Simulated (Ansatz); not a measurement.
Predicting a hybrid from its neighbours: C4H10S (isopropyl methyl sulfide)

C4H10S: 15 atoms, total charge 0, spin state singlet. SMILES: `CSC(C)C`. The shape is that of a PBE0-D4/def2-TZVP optimisation. This is one conformer, not always the lowest.

The HOMO–LUMO gap y, in eV, basis 6-31G(d); a is the functional's share of exact exchange. Programs: Ansatz 0.2.0.

| functional | program | a | y (eV) |
| --- | --- | --- | --- |
| PBE | Ansatz | 0 | 5.46 |
| r2SCAN | Ansatz | 0 | 6.00 |
| B3LYP | Ansatz | 0.2 | 7.25 |
| r2SCAN0 | Ansatz | 0.25 | 8.07 |
| PBE0 | Ansatz | 0.25 | ? |
| BHLYP | Ansatz | 0.5 | 9.95 |

Q: Fit y = c + s·a to the known rows and predict PBE0.

A: 
1. Means of the 5 rows: a = 0.1900, y = 7.346.
2. Σ(Δa)² = 0.172, Σ(Δa·Δy) = 1.4638, so the slope is 1.4638/0.172 = 8.5105.
3. Intercept: 7.346 − (8.5105) × 0.1900 = 5.729. The largest residual of the fit is 0.27.
4. PBE0: 5.729 + (8.5105) × 0.25 = 7.86 eV.

The run gave 7.75 eV, so the prediction is off by +0.11 eV, within the largest residual. Exact exchange lowers occupied levels and raises empty ones. The rows mix families of semi-local functionals, which the line can't see.
